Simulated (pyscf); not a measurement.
Thermochemistry of product channels of PH₂• (SMILES [PH2]) + H₃Si–SiH₃ (SMILES [SiH3][SiH3]) on the doublet surface, in kJ/mol, from ωB97M-D3(BJ)/def2-TZVP energies (ideal gas, 1 atm, RRHO with modes under 100 cm⁻¹ raised to 100, one conformer, R ln 2 for chiral ones without a mode under 150 cm⁻¹). Structures and frequencies: ωB97X-D3(BJ)/def2-SVP in PySCF.

```csv
products,ΔE,ΔH(298 K),ΔG(900 K),ΔG(1200 K)
H₃Si–SiH•–PH₂ (SMILES [SiH3][SiH]P) + H₂ (SMILES [H][H]),+15.6,+14.4,+17.8,?
PH (SMILES [PH]) [triplet] + SiH₄ (SMILES [SiH4]) + SiH₃• (SMILES [SiH3]),?,+260.9,+144.9,+108.3
PH₃ (SMILES P) + •H₂Si–SiH₃ (SMILES [SiH2][SiH3]),+23.5,+26.6,+13.3,?
•H₂Si–SiH₂–PH₂ (SMILES [SiH2][SiH2]P) + H₂ (SMILES [H][H]),+25.4,+23.0,+26.1,+23.8
H₃Si–PH₂ (SMILES [SiH3]P) + SiH₃• (SMILES [SiH3]),+17.7,+19.7,+11.9,+9.7
H₃Si–SiH₂–PH• (SMILES [SiH3][SiH2][PH]) + H₂ (SMILES [H][H]),-5.3,-8.6,-3.9,-5.6
```

Question: Some entries are withheld; supply them.

Answer: 
- H₃Si–SiH•–PH₂ (SMILES [SiH3][SiH]P) + H₂ (SMILES [H][H]), ΔG(1200 K): +15.8
- PH (SMILES [PH]) [triplet] + SiH₄ (SMILES [SiH4]) + SiH₃• (SMILES [SiH3]), ΔE: +269.3
- PH₃ (SMILES P) + •H₂Si–SiH₃ (SMILES [SiH2][SiH3]), ΔG(1200 K): +9.2

These are energies of the channels, which say nothing of barriers. H₃Si–SiH•–PH₂ lies 47.7 kJ/mol over its isomer H₃Si–P•–SiH₃ (electronic energy, ωB97M-D3(BJ)/def2-TZVP). •H₂Si–SiH₂–PH₂ lies 57.6 kJ/mol over its isomer H₃Si–P•–SiH₃ (electronic energy, ωB97M-D3(BJ)/def2-TZVP).
